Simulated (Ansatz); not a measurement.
Results of G0W0@HSE06 (Ansatz, a first-principles code, hard PAW, contour deformation) for zinc-blende BeTe.

The cell has the measured lattice parameters. Conventional cell: a = 5.6260 Å, b = 5.6260 Å, c = 5.6260 Å, α = 90.00°, β = 90.00°, γ = 90.00°.

The quasiparticle gap at Γ at a fixed k mesh 4×4×4:

| response cutoff | value (eV) |
|---|---|
| 150 eV, 341 empty bands | 5.034 |
| 200 eV, 525 empty bands | 5.060 |
| 250 eV, 734 empty bands | 5.076 |
| 300 eV, 965 empty bands | 5.086 |

Q: Taking the value to converge with the response cutoff E as E^(−3/2), extrapolate from the last two rows.

A: With y = y∞ + c/w and weights w = 3953 and 5196 for the last two rows, y∞ = (w2 y2 − w1 y1)/(w2 − w1) = (5196 × 5.086 − 3953 × 5.076)/1243 = 5.118 eV, which lies 0.032 beyond the last row. Successive pairs of rows give 5.108, 5.116, 5.118. The limit also hangs on the law assumed, so its last digits aren't firm.

The other settings are not extrapolated, so this is the limit in one setting alone.

At the last cutoff the smallest gap on this mesh is 3.19 eV, with an edge away from Γ.

Spin–orbit coupling is not included; with these elements it can move the gap by several tenths of an eV or more.

Note: GW on a hybrid start was not checked against another program.
